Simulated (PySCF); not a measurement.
CH₄S, SMILES CS. Atoms are numbered in the order given.

```xyz
6

C      0.0198     1.1571     0.0000
S     -0.0868    -0.6628     0.0000
H      0.5214     1.5239     0.8930
H     -1.0064     1.5205     0.0000
H      0.5214     1.5239    -0.8930
H      1.2339    -0.9056     0.0000
```
Charge 0, spin multiplicity 1.

Geometry: B3LYP-D3(BJ)/def2-TZVP.

All values below come from PBE/def2-TZVPD run with PySCF.

Gas-phase values at a fixed geometry.

Computed frontier levels, gap, dipole moment and polarisability:
```json
{
 "highest_occupied_level": "-5.60 eV",
 "lowest_empty_level": "-0.77 eV",
 "orbital_gap": "4.82 eV",
 "dipole_moment": "0.321 e·Å",
 "quadrupole, principal values (traceless, Buckingham form, about the centre of nuclear charge)": "-2.86, -0.50, 3.37 D·Å",
 "mean_static_polarisability": "38.1 bohr³ (5.65 Å³)",
 "polarisability_principal_values": "34.7, 35.1, 44.5 bohr³"
}
```
